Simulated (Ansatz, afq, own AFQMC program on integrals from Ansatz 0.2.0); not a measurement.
Two steps: Ansatz 0.2.0 writes the Fock matrix and Cholesky factors of the valence space, and afq projects on them the lowest state that overlaps trial and start.

```yaml
crystal:
  periodic: [false, false, false]
  atoms:
    - {symbol: Si, position_ang: [-1.644436, 0.000000, 0.000000]}
    - {symbol: H, position_ang: [-2.139308, 1.399708, 0.000000]}
    - {symbol: H, position_ang: [-2.139307, -0.699854, 1.212183]}
    - {symbol: H, position_ang: [-2.139308, -0.699854, -1.212182]}
    - {symbol: H, position_ang: [-0.054436, 0.000000, 0.000000]}
    - {symbol: Si, position_ang: [1.650564, 0.000000, 0.000000]}
    - {symbol: H, position_ang: [2.100538, -1.416253, 0.000000]}
    - {symbol: H, position_ang: [2.100537, 0.708127, -1.226512]}
    - {symbol: H, position_ang: [2.100538, 0.708127, 1.226511]}
basis:
  gaussian: {orbitals: cc-pVDZ}
magnetization: {spin_polarized: true, initial_magnetization: 1}
correlation: {method: ccsd_t, electrons: outside_noble_gas, hamiltonian_folder: ham}
```

```sh
$ ansatz run in.yaml --threads 1 --pin off --events-out ev --progress --plain --max-ram 16896MiB --backend cuda --devices 0, --max-vram 18GiB
```

Options of the walk:

```
--method phaseless --trial hf --walkers 4000 --populations 20 --least-time 40 --time-step 0.005 --steps-per-block 20 --equilibration-blocks 112 --max-blocks 4000 --target-error 0.00115 --factor-cut 1e-05 --start spin_pure --seed 6318 --taylor-order 6
```

Times are imaginary, in 1/Eh. The walk had a cap of 66 s. With eight or more populations the least sampling time is a fifth of least-time, and the error comes from their spread.

Output of the walk:

```
orbitals 61  electrons 8 7  factors 469 of 664
reference energy -581.82544911 Eh
CCSD correlation -0.28243042 Eh in 10 cycles, weight of the determinant in the CISD state 0.8539
energy of the start -581.825839 Eh
 block  time / (1/Eh)  mean weight  energy / Eh
     1     0.100  1.0009  -581.877523
     2     0.200  1.0013  -581.918567
     3     0.300  1.0015  -581.951417
     4     0.400  1.0016  -581.977678
     5     0.500  1.0015  -582.000120
     7     0.700  1.0009  -582.032736
     9     0.900  1.0008  -582.056638
    13     1.300  1.0002  -582.083585
    21     2.100  1.0003  -582.102299
    25     2.500  0.9999  -582.106639
    29     2.900  1.0000  -582.110165
    37     3.700  1.0003  -582.116960
    45     4.500  0.9998  -582.115586
    53     5.300  0.9998  -582.113488
    61     6.100  1.0002  -582.116545
    69     6.900  1.0000  -582.116431
    77     7.700  0.9999  -582.112519
    85     8.500  1.0003  -582.116763
    93     9.300  0.9998  -582.115404
   101    10.100  0.9998  -582.118696
   109    10.900  0.9996  -582.118441
   117    11.700  1.0005  -582.120261
   125    12.500  0.9999  -582.118656
   133    13.300  1.0000  -582.116529
   141    14.100  1.0000  -582.120390
   149    14.900  1.0001  -582.118902
   157    15.700  1.0001  -582.119769
   165    16.500  1.0001  -582.116308
   173    17.300  0.9998  -582.117541
   181    18.100  1.0002  -582.119806
   185    18.500  1.0000  -582.123906
   189    18.900  1.0001  -582.122097
error from the spread of 20 populations
energy -582.118894 +/- 0.000769 Eh
(rows thinned)
```

The run passed its tests (sampling time, drift between the halves within three errors, error under three times the target), which doesn't prove that it has relaxed.

Against this walk (error 20.9 meV) on the same determinant: CCSD(T) 132.7 meV higher, CCSDT(Q) 89.8 meV higher, a separate phaseless walk with a CISD trial and standard settings 98.4 ± 21.2 meV higher. The error is statistical and leaves out the bias of the constraint. CCSDT(Q) is the surest value here, so the walk's 90 meV below it is most likely the bias of the constraint with this trial, which can have either sign.

Cautions: constraint bias not in the error.

The walk took 32 s on 1 × NVIDIA H100 80GB HBM3 with 2 threads of AMD EPYC 7R13 Processor (Zen 3), with other jobs on the host (the card was shared). The log's last line is the phaseless energy.

CCSDT and higher add their correlation energy to the determinant of the CCSD(T) run, since their own runs factorise the integrals more tightly (a shift of under 2 meV). A walk keeps the symmetry of its determinant, which the program's search chose and which needn't be the lowest solution, so a lower state of the same spin and another symmetry isn't excluded.
